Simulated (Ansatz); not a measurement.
Geometry optimisation, UKS B3LYP-D4/def2-SVP (Ansatz).

Input:

```yaml
crystal:
  periodic: [false, false, false]
  atoms:
    - { symbol: C, position_ang: [0.6508, 0.894, 0.0048] }
    - { symbol: C, position_ang: [-0.2013, -0.1385, -0.037] }
    - { symbol: "N", position_ang: [0.0273, -1.1874, -0.8941] }
    - { symbol: S, position_ang: [-1.4964, -0.1803, 1.038] }
    - { symbol: H, position_ang: [1.4633, 1.0057, -0.6833] }
    - { symbol: H, position_ang: [0.4306, 1.7984, 0.6511] }
    - { symbol: H, position_ang: [-0.3317, -2.0436, -0.5231] }
    - { symbol: H, position_ang: [1.0814, -1.2795, -1.116] }
    - { symbol: H, position_ang: [-1.03601, 0.40714, -0.47704] }
magnetization:
  spin_polarized: true
basis:
  gaussian: { orbitals: def2-SVP }
hamiltonian:
  xc: b3lyp
  dispersion: d4
relax:
  f_tol: 0.02
  max_steps: 50
```

Launched with:

```bash
$ ansatz run input.yaml --threads 2 --pin off --max-ram 3072MiB --backend cpu --events-out ev --progress --plain --runs-dir out
```

Question: Where does it end, and by what steps?

Answer: The run converged. After 23 steps the energy has fallen by 3.139 eV; H9 moved furthest, 1.46 Å. Parted: C2–H9.

```tsv
step	energy less start (eV)	largest force component (eV/Å)	accepted
0	0.0000	3.800	yes
1	-0.7503	2.546	yes
2	-1.0685	1.804	yes
3	-1.4787	1.965	yes
4	-1.9595	1.808	yes
5	-2.4178	1.541	yes
6	-2.7691	0.920	yes
7	-2.9454	0.755	yes
8	-3.0103	0.275	yes
9	-3.0101	0.201	no
10	-3.0246	0.068	yes
11	-3.0282	0.054	yes
12	-3.0312	0.154	yes
13	-3.0273	0.689	no
14	-3.0408	0.188	yes
15	-3.0523	0.237	yes
16	-3.0721	0.509	yes
17	-3.0930	0.567	yes
18	-3.0915	0.679	no
19	-3.1249	0.317	yes
20	-3.1336	0.161	yes
21	-3.1362	0.130	yes
22	-3.1392	0.028	yes
23	-3.1393	0.008	yes
```

```xyz
9
Properties=species:S:1:pos:R:3
C 0.987 0.938 -0.010
C 0.010 0.017 -0.099
N 0.037 -1.127 -0.890
S -1.490 0.217 0.854
H 1.961 0.763 -0.475
H 0.824 1.881 0.510
H -0.332 -1.961 -0.440
H 0.928 -1.300 -1.348
H -2.336 -0.153 -0.139
```

Run time: 68 s on 2 threads of Arm Neoverse V1, on a shared host, peak memory 0.23 GiB.
